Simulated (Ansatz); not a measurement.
`[CH3][AlH][OH]` + H₂S → `[CH3][AlH][SH]` + H₂O at 298.15 K and 1 bar (ligand exchange at the Al–O bond).

Calculated with Ansatz (gas phase, PBE0-D4/def2-TZVP geometries, no zero-point term in ΔE). CBS: MP2 limit from def2 TZ/QZ plus the TZ coupled-cluster correction, frozen cores. This one scheme is used for every species. One conformer a species, not always the lowest.

```csv
species,CCSD(T)/CBS energy (Eh),H − E (kJ/mol),S (J/(mol·K))
`[CH3][AlH][OH]`,-358.31021,163.6,305.3
H₂S,-398.97279,49.9,205.7
`[CH3][AlH][SH]`,-680.89694,154.0,319.2
H₂O,-76.37941,66.4,188.7
```

H − E and S are ideal-gas, rigid-rotor, harmonic terms from PBE0-D4/def2-TZVP, for one conformer and one mirror image of each species. 1 Eh = 2625.50 kJ/mol, R = 8.31446 J/(mol·K).

Task: By hand: ΔE, ΔH, ΔS and ΔG.

Result: ΔE = (-680.89694) + (-76.37941) − (-358.31021) − (-398.97279) = 0.00665 Eh = 17.5 kJ/mol. Δ(H − E) = 154.0 + 66.4 − 163.6 − 49.9 = 6.9, so ΔH = 24.4 kJ/mol. ΔS = 319.2 + 188.7 − 305.3 − 205.7 = -3.1 J/(mol·K). ΔG = 24.4 − 298.15 × (-3.1)/1000 = 25.3 kJ/mol.

Task: By hand: the equilibrium constant, and the temperature at which ΔG would vanish if ΔH and ΔS stayed fixed.

Result: log₁₀ K = −ΔG/(RT ln 10) = -4.4. ΔH and −TΔS have one sign here, so there is no such temperature.

The number of gas molecules stays the same, so ΔS is small and ΔH decides. A doubt of 5 kJ/mol in ΔE shifts log₁₀ K by 0.9 here. Other conformers and mirror images would add mixing entropy, several J/(mol·K) or more a flexible species. Modes under 60 cm⁻¹, often nearly free rotors, make the harmonic entropy too high. These are equilibria of isolated gas molecules and say nothing of rates. Largest T1 diagnostic: 0.011 (customary marks: 0.02 for closed shells, 0.045 for open ones).

ΔS is within the doubt of such terms, so its sign, and with it that verdict, could turn.
